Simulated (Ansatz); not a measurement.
A calculation with Ansatz (development build ahead of 0.2.0).

```yaml
crystal:
  periodic: [false, false, false]
  atoms:
    - { symbol: F, position_ang: [0.0259, 0.04047, -1.13002] }
    - { symbol: H, position_ang: [-0.01312, 0.01894, 0.04438] }
    - { symbol: F, position_ang: [-0.03869, -0.01163, 1.17332] }
basis:
  gaussian: { orbitals: "6-31G" }
total_charge: -1
hamiltonian:
  xc: hf
```

The input is written out in the form of the current development build from the run's settings.

The run gave:

```yaml
Converged: yes
Total_energy: -199.42958 hartree
Spin_squared_of_the_determinant: 0.000
```

Caution: no diffuse functions for an anion.
